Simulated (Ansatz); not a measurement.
Results of r²SCAN in Ansatz (plane waves, PAW) for tetragonal perovskite BaTiO3 (room-temperature form, which distorts further on cooling).

Numerical settings: plane-wave cutoff 600 eV, 6×6×6 k mesh, finite displacements, no spin polarisation, scalar-relativistic PAW data made under PBE.

Cell (measured lattice):

```yaml
crystal:
  lattice:
    - [3.99400, 0.00000, 0.00000]
    - [0.00000, 3.99400, 0.00000]
    - [0.00000, 0.00000, 4.03400]
  atoms:
    - { symbol: Ba, position: [0.00000, 0.00000, 0.00197] }
    - { symbol: Ti, position: [0.50000, 0.50000, 0.51792] }
    - { symbol: O, position: [0.50000, 0.50000, 0.97319] }
    - { symbol: O, position: [0.00000, 0.50000, 0.48546] }
    - { symbol: O, position: [0.50000, 0.00000, 0.48546] }
```

Q: Give the computed electronic dielectric constant ε∞ (mean over three axes).

A: 
- electronic dielectric constant ε∞ (mean over three axes) = 5.61

Measured, for comparison: high-frequency dielectric constant 5.15 (room temperature, copied from a table, unchecked, long-wavelength limit of the electronic terms of a dispersion formula fitted to measured refractive indices over 0.4-0.7 um; lattice terms left out, mean of the two values across and the one along c; as tabulated in Wemple et al. (1968), doi:10.1016/0022-3697(68)90164-9). Computed (rounded) less measured: high-frequency dielectric constant not scored (unchecked).

Note: the run finds an imaginary mode (181i cm⁻¹), so the cell is a saddle point at this level; the cell isn't this level's own, so it is under some stress, which shifts stiffness and frequencies.

Spin–orbit coupling is not included.

Computing time: roughly 13 core-minutes.

Ansatz is an electronic-structure program.
